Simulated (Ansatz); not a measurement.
A calculation with Ansatz (development build ahead of 0.2.0).

```yaml
crystal:
  periodic: [false, false, false]
  atoms:
    - { symbol: B, position_ang: [-0.21407, 0.72047, 0.25543] }
    - { symbol: H, position_ang: [2.85521, -9.26897, -3.06841] }
    - { symbol: H, position_ang: [0.82767, 0.49194, -0.14629] }
    - { symbol: H, position_ang: [-0.58483, 0.37833, 1.30603] }
    - { symbol: H, position_ang: [-1.04734, 0.86301, -0.63319] }
basis:
  gaussian: { orbitals: def2-SVP }
magnetization:
  spin_polarized: true
  initial_magnetization: 1
hamiltonian:
  xc: hf
output:
  forces: true
```

The input is written out in the form of the current development build from the run's settings.

The run gave:

```
Converged                       : yes
Total energy                    : -26.85990 hartree
Spin squared of the determinant : 0.750
Stability test                  : minimum
```

Forces (eV/Å):
| atom | Fx | Fy | Fz |
| --- | --- | --- | --- |
| B1 | -2.115 | -1.279 | -1.580 |
| H2 | 0.000 | 0.000 | 0.000 |
| H3 | 1.916 | 0.268 | -0.124 |
| H4 | -0.057 | 0.393 | 1.063 |
| H5 | 0.256 | 0.619 | 0.640 |
